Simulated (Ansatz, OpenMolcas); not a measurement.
**A ladder of methods for BCl (SMILES [B]Cl)**

BCl has 2 atoms, charge 0, and is taken as a singlet. As SMILES, `[B]Cl`. The coordinates come from a PBE0-D4/def2-TZVP relaxation.

```xyz
2

B     0.0000    0.0000   -0.0697
Cl    0.0000    0.0000    1.6482
```

Quantity: the vertical ionisation energy (to the doublet cation), in eV. The values are calculated.

| level | kind | program | value (eV) | less FCI/STO-3G | CPU time (all runs) |
| --- | --- | --- | --- | --- | --- |
| r2SCAN/STO-3G | meta-GGA | OpenMolcas | 8.13 | +0.66 | 7.6 s |
| wB97M-V/STO-3G | range-separated hybrid | Ansatz | 8.54 | +1.07 | 7.8 s |
| wB97X/STO-3G | range-separated hybrid | Ansatz | 8.54 | +1.07 | 4.2 s |
| B2PLYP/STO-3G | double hybrid | Ansatz | 8.02 | +0.55 | 1.1 s |
| RPA@PBE/STO-3G | RPA | Ansatz | 7.66 | +0.19 | 1.1 s |
| BCCD(T)/STO-3G | coupled cluster or CI | Ansatz | 7.49 | +0.02 | 0.52 s |
| CCSD/STO-3G | coupled cluster or CI | Ansatz | 7.57 | +0.10 | 0.34 s |
| FCI/STO-3G, open shells restricted | exact in the basis | OpenMolcas | 7.47 | 0.00 | 4.1 s |

FCI/STO-3G, open shells restricted is exact within its basis and frozen core, so for wave-function methods in that basis the difference is their error; functionals converge differently with the basis, so for them it is only a difference. The values span 7.47 to 8.54 eV. All rows use very small basis sets, so even the best lies far from the true value. CPU times are rough (shared hosts, several kinds of processor): they show what a rung costs within a factor of a few.
